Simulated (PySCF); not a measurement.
C₅H₈N (doublet state).
SMILES with atom numbers: `[CH3:1][N:2]1[CH2:3][C:4]=[CH:5][CH2:6]1` (hydrogens: H7, H8, H9 on C1; H10, H11 on C3; H12 on C5; H13, H14 on C6)

Cartesian coordinates in Å at the GFN2-xTB level; atoms count from 1:
```
atom  x, y, z in Å
C1     1.5710   -0.4844    0.3339
N2     0.4659    0.1342   -0.3478
C3    -0.0558    1.3574    0.2834
C4    -1.5185    1.1454    0.2523
C5    -1.8895    0.0011   -0.2646
C6    -0.6503   -0.7778   -0.6443
H7     1.9170   -1.3299   -0.2612
H8     1.3132   -0.8509    1.3405
H9     2.3848    0.2350    0.4210
H10    0.3209    1.4901    1.3059
H11    0.2395    2.2302   -0.3091
H12   -2.8771   -0.3963   -0.3940
H13   -0.6166   -1.0634   -1.7024
H14   -0.6052   -1.6911   -0.0355
```

The hyperfine couplings belong to this conformer and change with its torsions.

Method used: UKS B3LYP, pcH-1 on C H N, non-relativistic, mean-field spin-orbit, GIAO in PySCF. Geometry: GFN2-xTB; no solvent, vibrations or thermal averaging. The geometry wasn't refined by DFT: couplings that depend on bond lengths, twists or pyramidal angles can differ widely from those at the functional's own minimum. No stability test was run, so a lower SCF solution isn't excluded.

(1) Match the computed a_iso(13C) values +410.5, +64.5, +48.7, +24.3, -2.2 MHz with the sites C1; C3; C4; C5; C6.

## Answers

(1) 
```tsv
site	a_iso (MHz)	ρ(0) (bohr⁻³)	position	distance from C4 (Å)	spin population	largest |T| (MHz)
C1	-2.2	-0.0020	3 bonds from C4	3.49	0.00	1.9
C3	+48.7	+0.0433	1 bond from C4	1.48	-0.01	13.6
C4	+410.5	+0.3652	largest spin population	0.00	+0.99	133.6
C5	+24.3	+0.0216	1 bond from C4	1.31	-0.13	21.3
C6	+64.5	+0.0574	2 bonds from C4	2.29	+0.07	12.8
```

ρ(0) is the spin density at the nucleus and T the dipolar tensor; entries for several nuclei are means. The largest Mulliken spin populations are on C4 (+0.99), C5 (-0.13) and C6 (+0.07). C4 is the only atom above +0.15. The positive populations add up to 1.15 and the negative ones to -0.15, together 2S = 1.

Class means assume fast exchange of nuclei equivalent by connectivity; if that motion is slow, each nucleus keeps its own coupling. The three 1H nuclei of mean +6.3 MHz run from -0.4 to 15.3 MHz in the frozen geometry. The 1H value of -7.0 MHz is a mean of couplings from -11.4 to -2.6 MHz in this one geometry, not an average over conformers. The 1H value of +7.2 MHz is a mean of couplings from 3.2 to 11.2 MHz in this one geometry, not an average over conformers.
